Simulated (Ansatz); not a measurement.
## Zinc-blende MgS (metastable phase)

Method: PBE0 in Ansatz (PAW).

Settings: plane-wave cutoff 500 eV, 6×6×6 k mesh, gaussian smearing 0.02 eV, scalar-relativistic PAW data made under PBE.

Cell: relaxed with r²SCAN: a = 5.6616 Å, b = 5.6616 Å, c = 5.6616 Å, α = 90.00°, β = 90.00°, γ = 90.00°.

```json
{
 "band_gap": "5.21 eV (on the SCF k mesh)"
}
```

Measured, for comparison: band gap 4.78 ± 0.1 eV (temperature not stated, extrapolated in composition from an alloy gap of 4.19 eV, direct; extrapolated from a Zn0.2Mg0.8S0.645Se0.355 epilayer; as tabulated in Lucero et al. (2012), arXiv:1111.4515). Computed (rounded) less measured: band gap +0.43 eV.

Cost on a shared machine: very roughly 50 core-seconds.

Ansatz is a first-principles code.
